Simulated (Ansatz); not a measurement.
The input, for Ansatz 0.2.0:

```yaml
crystal:
  periodic: [false, false, false]
  atoms:
    - {symbol: Si, position_ang: [0.000000, 0.000000, 0.000000]}
    - {symbol: F, position_ang: [0.000000, 0.000000, 2.926000]}
basis:
  gaussian: {orbitals: 6-31G}
total_charge: 1
magnetization: {spin_polarized: true, initial_magnetization: 2}
correlation: {method: ccsd_t, electrons: outside_noble_gas}
output: {forces: true}
```

```sh
$ ansatz run in.yaml --threads 1 --pin off --events-out ev --progress --plain --max-ram 2393MiB
```

(1) Roughly how long does this take on 1 thread of Arm Neoverse V2, shared host, and how much host memory?

```
217 factors; integrals over basis functions are off by at most 3.4e-4 eV
mean field evaluation 1: about -10534.2423 eV, gradient 5.4e1 eV
mean field evaluation 2: about -10534.2575 eV, gradient 5.4e1 eV
mean field evaluation 4: about -10540.0884 eV, gradient 3.5e1 eV
mean field evaluation 8: about -10555.1323 eV, gradient 6.3e0 eV
mean field evaluation 16: about -10555.2992 eV, gradient 1.1e-6 eV
mean field evaluation 32: about -10555.6315 eV, gradient 1.7e-1 eV
mean field evaluation 64: about -10554.9821 eV, gradient 8.6e0 eV
mean field evaluation 96: about -10551.8190 eV, gradient 1.8e1 eV
mean field evaluation 128: about -10555.6326 eV, gradient 1.3e0 eV
mean field evaluation 160: about -10555.6327 eV, gradient 4.1e-2 eV
...
mean field -10555.63271741 eV, -387.9123474999 hartree, gradient 1.1e-8 eV, S^2 2.001419; 26 other end points of the search recorded, 0 dependent functions left out
determinant -10555.63271741 eV, -387.9123474999 hartree, with singles and doubles -10558.81560900 eV, -388.0293166085 hartree
determinant -10555.61754781 eV, -387.9117900275 hartree, with singles and doubles -10558.79953489 eV, -388.0287258958 hartree
determinant -10555.41452883 eV, -387.9043292174 hartree, with singles and doubles -10558.58198911 eV, -388.0207312360 hartree
determinant -10555.40589156 eV, -387.9040118036 hartree, with singles and doubles -10558.57567098 eV, -388.0204990487 hartree
determinant -10555.29916288 eV, -387.9000895972 hartree, with singles and doubles -10558.45377794 eV, -388.0160195622 hartree
determinant -10555.63271741 eV, -387.9123474999 hartree, with singles and doubles -10558.81687848 eV, -388.0293632609 hartree
determinant -10555.61754781 eV, -387.9117900275 hartree, with singles and doubles -10558.80036295 eV, -388.0287563266 hartree
determinant -10555.41452883 eV, -387.9043292174 hartree, with singles and doubles -10558.58294095 eV, -388.0207662153 hartree
determinant -10555.40589156 eV, -387.9040118036 hartree, with singles and doubles -10558.57633889 eV, -388.0205235941 hartree
determinant -10555.29916288 eV, -387.9000895972 hartree, with singles and doubles -10558.45576822 eV, -388.0160927037 hartree
6 core orbitals not correlated: weight in the atoms' cores, before any rotation towards them, 1.000 or more for the frozen orbitals, at most 0.000 for the correlated occupied ones
reference -10555.63271741 eV, -387.9123474999 hartree; 6, 4 occupied and 10, 12 virtual orbitals, 217 factors
second order -2.68021566 eV of doubles, -0.00000000 eV of singles
...
cycle  12  -3.18415405 eV  change   -1.5e-8 eV  update   9.3e-8
cycle  13  -3.18415402 eV  change    2.5e-8 eV  update   4.1e-8
cycle  14  -3.18415402 eV  change    5.2e-9 eV  update   3.1e-8
cycle  15  -3.18415402 eV  change    2.3e-9 eV  update   2.3e-8
cycle  16  -3.18415401 eV  change    3.2e-9 eV  update   2.2e-8
cycle   1  -3.18415388 eV  update   7.0e-8
cycle   2  -3.18415384 eV  change    3.2e-8 eV  update   3.6e-8
cycle   3  -3.18415383 eV  change    1.2e-8 eV  update   2.2e-8
cycle   4  -3.18415383 eV  change   -2.5e-9 eV  update   1.7e-8
cycle   5  -3.18415384 eV  change   -4.0e-9 eV  update   1.5e-8
perturbative correction -0.01752712 eV, -0.0006441099 hartree
the calculation of the forces begins
Total energy: -10558.83439837 eV, -388.0300071051 hartree
Atom 0 at     0.000000     0.000000     0.000000 Å, force     0.000000     0.000000     0.075455 eV/Å
Atom 1 at     0.000000     0.000000     2.926000 Å, force    -0.000000    -0.000000    -0.075455 eV/Å
Dipole moment:     0.000000    -0.000000    -1.050407 e Å
```

Forces (eV/Å):
```
Si   0.000  0.000  0.075
F    0.000  0.000 -0.075
```

For the same geometry and basis full CI lies 17.0 meV lower. By full CI's occupations no single determinant describes the state well. The determinant fills πx and πy unequally, so it is a mixture of Σ and Δ.

Results:

(1) 2 s wall and 0.13 GiB.
